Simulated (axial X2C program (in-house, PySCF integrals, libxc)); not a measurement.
# Ionising C₂

All values come from calculations with an in-house relativistic program for diatomic molecules, spin-free (one-electron X2C) or two-component (2c: spin–orbit coupling with atomic mean-field Coulomb and Gaunt terms, which also bring small scalar terms), in Dyall basis sets with cores contracted in-house; open shells are unrestricted.

Basis sets: C dyall-v3z.

```tsv
Hamiltonian	level	C₂ state	Re (Å)	ωe (cm⁻¹)	De (eV)
spin-free	PBE0	M_S = 1, Λ = 1	1.302	1706.8	6.18
2c	PBE0	Ω = 2	1.302	1706.8	6.19
```

Adiabatic ionisation energy (minimum to minimum, no zero-point term) and constants of C₂⁺:

```tsv
Hamiltonian	level	C₂⁺ state	IE (eV)	Re (Å)	ωe (cm⁻¹)	De (eV)	fragments
spin-free	PBE0	M_S = 3/2, Λ = 0	11.69	1.401	1358.1	6.00	C+ + C
2c	PBE0	Ω = 3/2	11.69	1.402	1358.0	6.00	C+ + C
```

Problem. Add the zero-point terms to the ionisation energy at PBE0, 2c, and say whether the electron removed was bonding.

Solution. IE0 = IE + (ωe⁺ − ωe)/2 = 11.69 + (-0.022) = 11.67 eV. Re changes by 0.100 Å, so the bond lengthens, as on loss of a bonding electron.

Problem. Close the cycle De(C₂⁺) + IE(C₂) = De(C₂) + IE(C) to find the atomic ionisation energy at PBE0, 2c.

Solution. IE(C) = 6.00 + 11.69 − 6.19 = 11.50 eV, for the determinants used.

Each entry is the lowest single determinant of a limited PBE0 search at one distance. De goes to single-determinant-based atoms at the same level (for ions the charge split of lowest energy) and is withheld (n/a) where an atom does not fit its ground term or J level. Main or longest-lived isotopes. One determinant is a doubtful description, or other states lie close, for C₂, C₂⁺; these need not be ground states, and all values refer to the states named. Some open-shell Ω = 0 determinants are out of reach, so the Ω given for C₂ need not be the lowest component. With several unpaired electrons the Ω given is that of one determinant, not necessarily of the lowest component. Some light 2c atoms are not at their ground J level, so De misses part of their lowering (0.04 eV or less). The functionals have no current term, which raises determinants with orbital currents.
